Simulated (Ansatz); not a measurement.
Ansatz (an electronic-structure program) input for acetone (C₃H₆O), SMILES CC(=O)C, PBE0/def2-SVPD. Geometry: PBE0-D3(BJ)/def2-SVP.

Ansatz 0.2 input:
```yaml
crystal:
  periodic: [false, false, false]
  atoms:
    - {symbol: C, position_ang: [-1.28349791, 0.00000000, 0.61088158]}
    - {symbol: C, position_ang: [-0.00000000, -0.00000000, -0.18563926]}
    - {symbol: C, position_ang: [1.28349793, 0.00000000, 0.61088156]}
    - {symbol: O, position_ang: [-0.00000001, -0.00000000, -1.39253415]}
    - {symbol: H, position_ang: [-1.32881243, 0.88433787, 1.26641741]}
    - {symbol: H, position_ang: [-1.32881243, -0.88433787, 1.26641742]}
    - {symbol: H, position_ang: [-2.14271386, -0.00000000, -0.07106983]}
    - {symbol: H, position_ang: [2.14271386, -0.00000000, -0.07106985]}
    - {symbol: H, position_ang: [1.32881245, 0.88433787, 1.26641740]}
    - {symbol: H, position_ang: [1.32881245, -0.88433786, 1.26641741]}
basis:
  gaussian:
    orbitals: def2-SVPD
hamiltonian:
  xc: {name: PBE0}
```

Log of the run:

```
Functional definition: PBE0
integrals: 0.05 GiB planned
1076 factors; their error is unknown
mean field: 0.49 GiB planned
mean field evaluation 1: about -5239.6748 eV, gradient 5.6e1 eV
mean field evaluation 2: about -5234.3385 eV, gradient 7.7e1 eV
mean field evaluation 4: about -5246.3670 eV, gradient 2.0e0 eV
mean field evaluation 8: about -5246.3765 eV, gradient 2.8e-2 eV
mean field evaluation 16: about -5246.3490 eV, gradient 2.8e-5 eV
mean field -5246.34902179 eV, -192.7997704475 hartree, gradient 2.7e-5 eV, S^2 0.000000; 0 other end points of the search recorded, 0 dependent functions left out
reference -5246.34905399 eV, -192.7997716308 hartree; 16, 16 occupied and 115, 115 virtual orbitals, 1076 factors
Total energy: -5246.34905399 eV, -192.7997716308 hartree
```

The calculation finished and met its thresholds.

Cost: about 3 core-seconds (a rough figure).
